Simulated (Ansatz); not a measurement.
Two isomers of C6H12: A = `C=C(C)C(C)C`, B = `CC(C)=C(C)C`.

Isolated molecules relaxed with PBE0-D4/def2-TZVP in Ansatz; ΔE leaves out vibrations. CCSD(T)/CBS adds triple-zeta CCSD(T) − MP2 to the extrapolated MP2 energy (def2 sets, frozen cores). DFT in def2-TZVPP. One conformer a species, not always the lowest.

**Question.** Which is lower in electronic energy at CCSD(T)/CBS, and by how much? (An estimate is asked.)

**Answer.** The calculation gave: A, by 11.2 kJ/mol.

**Question.** Give E(B) − E(A) in kJ/mol with r2SCAN-D4, CCSD/def2-TZVPP, MP2/def2-TZVPP, ωB97M-V, PBE-D4, B2PLYP, BLYP-D4. (Estimate.)

**Answer.** The calculation gave: r2SCAN-D4 4.6, CCSD/def2-TZVPP 13.1, MP2/def2-TZVPP 10.4, ωB97M-V 7.5, PBE-D4 0.8, B2PLYP 8.2, BLYP-D4 4.3. None reverses the order clearly.

Largest T1 diagnostic: 0.009.

From PBE to PBE0 (25 % exact exchange), in def2-TZVPP and without D4, E(B) − E(A) moves by +3.2 kJ/mol. In def2-TZVPP, CCSD(T) changes the Hartree–Fock value by −8.1 kJ/mol (the triples alone add −1.3 kJ/mol) and MP2 by −9.5 kJ/mol.
